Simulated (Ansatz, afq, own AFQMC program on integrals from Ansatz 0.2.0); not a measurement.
## Where AFQMC and coupled cluster stand for Co, sextet

A free Co atom.

Basis def2-SVP. Noble-gas cores (and the filled d shells of Ga–Kr and In–Xe) are frozen. AFQMC by an in-house program on the Cholesky factors that Ansatz 0.2.0 writes for its CCSD(T) run. The CISD trial takes its coefficients from CCSD amplitudes. Released means that phaseless walkers are propagated on without the constraint, phases kept. Uncertainties: one standard error, sampling alone. The metal's outer-core s and p shells are frozen, which shifts wave-function levels against functionals.

Determinant: UHF, the one that the program's search chose, which needn't be the lowest solution.

Full CI on the same integrals is exact in this basis and with this determinant's frozen core.

Cautions: no relativity below Rb; outer-core shells of the metal frozen; another spin lies lower (by 3.74 eV); the released energies have errors that jump between times, so the bars are unsure, so no released level is given (meV from the phaseless value at times in 1/Eh: 5.1 ± 1.8 at 0.60, 35 ± 32 at 1.20, 12 ± 9 at 2.00, -7 ± 4 at 3.00, -13 ± 9 at 4.20).

* T1 diagnostic: 0.0068
* weight of the determinant in the CISD state: 0.965
* ⟨S²⟩ of the determinant: 8.751
* size of the correlated space: 9 electrons in 22 orbitals

Reference: full CI, correlation energy -3.496 eV.

```
        level  E − E(reference) (kcal/mol)  share of correlation (%)
           HF                        80.61                      0.00
          MP2                         4.83                     94.01
         CCSD                         2.72                     96.63
      CCSD(T)                         0.84                     98.96
        CCSDT                        -0.06                    100.08
     CCSDT(Q)                         0.07                     99.92
       CCSDTQ                        -0.03                    100.03
ph-AFQMC/CISD                  0.80 ± 0.09                     99.01
```

CCSDT and higher add their correlation energy to the determinant of the CCSD(T) run, since their own runs factorise the integrals more tightly (a shift of under 2 meV).
